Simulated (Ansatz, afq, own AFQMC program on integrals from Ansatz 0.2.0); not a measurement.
# SiHBr$_{2}$, doublet: AFQMC among the cluster methods

```yaml
atoms:
  - { symbol: Si, position_ang: [0.1499, -0.3862, -1.1443] }
  - { symbol: Br, position_ang: [0.7463, -2.5159, -1.3682] }
  - { symbol: Br, position_ang: [-1.4588, 0.1633, -2.5768] }
  - { symbol: H, position_ang: [1.3467, 0.4591, -1.4534] }
```

Connectivity, by distances: Br–SiH–Br.

Basis def2-SVP. Noble-gas cores (and the filled d shells of Ga–Kr and In–Xe) are frozen. Integrals, coupled cluster, full CI and functionals: Ansatz 0.2.0; the random walks run on the same integrals in our own AFQMC program. The CISD trial takes its coefficients from CCSD amplitudes. Released means that phaseless walkers are propagated on without the constraint, phases kept. Free projection: walkers drawn from exp(T), propagated without any constraint. Its projection time is finite, and what remains of the start isn't in its error. Uncertainties: one standard error, sampling alone. No spin–orbit coupling.

Determinant: UHF, the one that the program's search chose, which needn't be the lowest solution. The geometry is a PBE0/def2-SVP stationary point of this or a neighbouring charge and spin state.

No full CI on the walks' own integrals is used here; CCSDT(Q) serves as the reference and is uncertain by about the last step of the cluster series.

Cautions: no relativity below Rb; no spin-orbit coupling; inner d shell frozen.

The T1 diagnostic is 0.0132, the weight of the determinant in the CISD state is 0.846 and the ⟨S²⟩ of the determinant is 0.755. The size of the correlated space is 19 electrons in 54 orbitals.

| level | correlation energy (eV) |
| --- | --- |
| MP2 | -8.5588 |
| CCSD | -9.4401 |
| CCSD(T) | -9.6943 |

Problem. Estimate where AFQMC with the constraint released lies against CCSD(T) on the same integrals.

Solution. 1.68 ± 0.22 mEh below CCSD(T).

Reference: CCSDT(Q), correlation energy -9.739 eV. The released energy is read at 1.50 1/Eh (meV from the phaseless value at times in 1/Eh: 1 ± 4 at 0.24, 3 ± 4 at 0.51, -5 ± 5 at 0.99, 4 ± 6 at 1.50).

```tsv
level	E − E(reference) (mEh)	share of correlation (%)
CCSD(T)	1.64	99.54
CCSDT	0.70	99.80
ph-AFQMC/HF	-0.58 ± 1.18	100.16
ph-AFQMC/CISD	-0.18 ± 0.16	100.05
released AFQMC	-0.04 ± 0.22	100.01
free AFQMC	0.10 ± 0.28	99.97
```

Free projections are given only where their last times agree within the noise and don't stop above the reference; a slow remainder of the start can still hide under it. Released energies are given only where the last usable release times agree within the noise; a slower fall can still hide under it.
